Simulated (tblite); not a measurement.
Pyrazine, C₄H₄N₂.
SMILES with atom numbers: `[cH:1]1[cH:2][n:3][cH:4][cH:5][n:6]1` (hydrogens: H7 on C1; H8 on C2; H9 on C4; H10 on C5)

Level: GFN2-xTB in tblite, geometry and Hessian alike; calculated harmonic values, unscaled, isolated species. Against measured fundamentals such values can be off by several per cent, at times by over 20.

Harmonic wavenumbers (cm⁻¹): 240.9, 387.9, 579.5, 657.5, 726.7, 750.6, 906.7, 907.4, 914.6, 1009.8, 1090.5, 1097.3, 1130.6, 1197.8, 1229.3, 1250.6, 1350.9, 1436.6, 1530.5, 1583.1, 3058.2, 3061.9, 3068.1, 3069.1.

A = 6475, B = 6055, C = 3129 MHz; mass 80.037 u (most abundant isotopes); point group D2h, symmetry number 4.

Problem. Zero-point energy?

Solution. Half the sum of the wavenumbers: 16118 cm⁻¹ = 46.08 kcal/mol.

Problem. Give the ideal-gas entropy at 298.15 K and 1 bar in the rigid-rotor, harmonic-oscillator model (classical rotation).

Solution. Translation 39.08, rotation 22.62, vibration 5.02: S = 66.7 cal/(mol K).

Problem. And Cp and H(298.15 K) − H(0)?

Solution. Cp = 18.29 cal/(mol K), of which vibrations give 10.34 (their classical limit is 24 R = 47.7); H(298.15 K) − H(0) = 3.41 kcal/mol without the zero-point energy, 1.04 from vibrations.

Problem. What must be added to the electronic energy to get the Gibbs energy at 298.15 K and 1 bar?

Solution. ZPE + [H(298.15 K) − H(0)] − T·S = 46.08 + 3.41 − 19.89 = 29.60 kcal/mol.

Problem. How do the functions run with temperature in this model?

Solution. 
| T (K) | S (cal/(mol K)) | Cp (cal/(mol K)) | H − H(0) (kcal/mol) | G − H(0) (kcal/mol) | ln q(vib) |
| --- | --- | --- | --- | --- | --- |
| 50 | 47.5 | 8.0 | 0.40 | -1.98 | 0.00 |
| 100 | 53.4 | 9.0 | 0.82 | -4.51 | 0.04 |
| 373.15 | 71.3 | 22.7 | 4.95 | -21.66 | 1.27 |
| 500 | 78.9 | 29.2 | 8.26 | -31.19 | 2.28 |
| 750 | 92.6 | 37.8 | 16.74 | -52.67 | 4.60 |
| 1000 | 104.2 | 43.0 | 26.90 | -77.30 | 7.01 |

q(vib) and H(0) count from the zero-point level.

Problem. Which modes carry the vibrational entropy at 298.15 K?

Solution. 240.9 cm⁻¹: 1.80; 387.9 cm⁻¹: 1.01; 579.5 cm⁻¹: 0.49; 657.5 cm⁻¹: 0.36; 726.7 cm⁻¹: 0.28; 750.6 cm⁻¹: 0.25 cal/(mol K); the other 18 give 0.84 together.

Hindered rotation and anharmonicity are outside this model.
